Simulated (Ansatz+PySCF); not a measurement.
Results of a calculation; reference values are marked as such.
## Several solutions for singlet HNO

| atom | x (Å) | y (Å) | z (Å) |
| --- | --- | --- | --- |
| N | 0.0000 | 0.4616 | -0.4173 |
| H | 0.0000 | 1.4066 | 0.2492 |
| O | 0.0000 | -0.5797 | 0.3340 |

Basis set: def2-SVP (spherical functions). Charge 0, multiplicity 1.

UHF was run from several starts with Ansatz (development build ahead of 0.2.0) and PySCF 2.14.0.

```json
{"run": "A", "program": "PySCF", "start": "guess atom, instabilities followed", "converged": "yes", "energy (hartree)": "-129.66874", "<S²>": "0.59"}
{"run": "B", "program": "PySCF", "start": "guess 1e, instabilities followed", "converged": "yes", "energy (hartree)": "-129.66874", "<S²>": "0.59"}
{"run": "C", "program": "PySCF", "start": "program defaults", "converged": "yes", "energy (hartree)": "-129.65047", "<S²>": "0.00"}
{"run": "D", "program": "PySCF", "start": "guess huckel, instabilities followed", "converged": "yes", "energy (hartree)": "-129.66874", "<S²>": "0.59"}
{"run": "E", "program": "Ansatz", "start": "stability test followed", "converged": "yes", "energy (hartree)": "-129.66874", "<S²>": "0.59"}
{"run": "F", "program": "Ansatz", "start": "atomic start, no search", "converged": "yes", "energy (hartree)": "-129.65047", "<S²>": "0.00"}
{"run": "G", "program": "Ansatz", "start": "search for the lowest state", "converged": "yes", "energy (hartree)": "-129.66874", "<S²>": "0.59"}
{"run": "H", "program": "PySCF", "start": "guess minao, instabilities followed", "converged": "yes", "energy (hartree)": "-129.66874", "<S²>": "0.59"}
```

(1) Which runs reached the lowest solution of this kind, and what is wrong with the others?

Results:

(1) A, B, D, E, G, H reached the lowest solution found. Converged but too high: C by 0.50 eV, F by 0.50 eV. Convergence only shows a stationary point, and even a stable one can lie too high; stability tests and further starts are what find lower ones. Caution: the unrestricted determinant is spin contaminated. Caution: the determinant breaks the point group.
